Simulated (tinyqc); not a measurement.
Inside a calculation. Method: extended Hueckel theory, for BH3. One step of it, computed by the program tinyqc.

Question. Wolfsberg-Helmholz matrix. H_ij = K' S_ij (H_ii + H_jj)/2 for i != j (the diagonal keeps H_ii), with K' = 1.75.

overlap S:
```
           1B 2s     1B 2px     1B 2py     1B 2pz      2H 1s      3H 1s      4H 1s
1B 2s   1.000000   0.000000   0.000000   0.000000   0.501122   0.501315   0.501315
1B 2px  0.000000   1.000000   0.000000   0.000000   0.539594  -0.269717  -0.269717
1B 2py  0.000000   0.000000   1.000000   0.000000   0.000000   0.467479  -0.467479
1B 2pz  0.000000   0.000000   0.000000   1.000000  -0.009743  -0.009749  -0.009749
2H 1s   0.501122   0.539594   0.000000  -0.009743   1.000000   0.100173   0.100173
3H 1s   0.501315  -0.269717   0.467479  -0.009749   0.100173   1.000000   0.100147
4H 1s   0.501315  -0.269717  -0.467479  -0.009749   0.100173   0.100147   1.000000
```

diagonal H_ii (eV): 1B 2s -15.200000, 1B 2px -8.500000, 1B 2py -8.500000, 1B 2pz -8.500000, 2H 1s -13.600000, 3H 1s -13.600000, 4H 1s -13.600000

K = 1.750000

Give: H.

Answer.

H (eV):
```
          1B 2s   1B 2px  1B 2py  1B 2pz    2H 1s    3H 1s    4H 1s
1B 2s   -15.200    0.000   0.000   0.000  -12.628  -12.633  -12.633
1B 2px    0.000   -8.500   0.000   0.000  -10.434    5.216    5.216
1B 2py    0.000    0.000  -8.500   0.000    0.000   -9.040    9.040
1B 2pz    0.000    0.000   0.000  -8.500    0.188    0.189    0.189
2H 1s   -12.628  -10.434   0.000   0.188  -13.600   -2.384   -2.384
3H 1s   -12.633    5.216  -9.040   0.189   -2.384  -13.600   -2.384
4H 1s   -12.633    5.216   9.040   0.189   -2.384   -2.384  -13.600
```
